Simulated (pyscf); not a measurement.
A first-order saddle from PySCF, ωB97X-D3(BJ)/def2-SVP:

```xyz
10

C     -1.7869    -0.3201     0.2175
N     -0.6876    -0.9040    -0.2672
C      0.1162    -0.0792    -0.9440
H     -2.3232     0.4512    -0.3712
H     -2.4372    -0.9257     0.8637
H     -1.1143     0.6046     0.9925
H     -0.3057     0.7065    -1.6025
H      1.0812    -0.4803    -1.2835
H      0.3326     0.7878     0.1094
H     -0.2601     1.1515     0.8596
```

Surface: singlet, charge 0. Lowest wavenumbers (cm⁻¹): 1975i, 481, 624, 678, 914.

Question: What reaction is this the transition state of?

Answer: H₂C=N–CH₃ + hydrogen (H₂) <-> H₂C=N–CH₃ + hydrogen (H₂), a concerted two-bond exchange read from left to right: C–H, H–H broken and C–H, H–H formed. At ωB97M-D3(BJ)/def2-TZVP it lies +201.1 kJ/mol from the left side and +201.1 kJ/mol from the right (each side as separated species at their lowest minima found). H₂C=N–CH₃ lies 38.0 kJ/mol over its isomer H₃C–CH=NH (electronic energy, ωB97M-D3(BJ)/def2-TZVP). One saddle was located; it need not be the lowest between these sides.
